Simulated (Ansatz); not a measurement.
A made-up structure of SiH2OF (charge +1), closed shell:

```
5
angstrom
O -0.5221 -1.0620 0.3842
Si 0.3803 0.3658 -0.0169
F -0.2123 1.5461 -1.1191
H -1.4866 -1.4447 0.0756
H 1.8406 0.5947 0.6763
```

It is relaxed with PBE-D4/def2-SVP and then PBE0-D4/def2-TZVP (Ansatz 0.2.0). Atoms count as bonded within 1.22 times the sum of their covalent radii (H–H: 0.88 Å). The end point is not checked to be a true minimum.

Question: Does its bonding change? (Judge from chemistry; the calculation decides.)

Answer: Computed: No: no bond forms or breaks.

Where it ends: The first stage lowers the energy by 1.05 eV in 7 steps. It ends as SiH₂OF ([OH][SiH][F]), total charge +1:
O1  (-0.466, -0.949, 0.343)
Si2  (0.340, 0.326, -0.015)
F3  (-0.190, 1.380, -0.999)
H4  (-1.328, -1.289, 0.067)
H5  (1.644, 0.531, 0.604)
(Å)

Labels in which every atom is bracketed show which atoms are joined, not bond orders.

For scale, one of the runs: PBE0-D4/def2-TZVP relaxation, 111 basis functions, launched by `ansatz run in.yaml --threads 2 --pin off --events-out ev --progress --plain --max-ram 4352MiB`. The run took about 10 s on 2 CPU threads of an Arm Neoverse V2 (shared host).
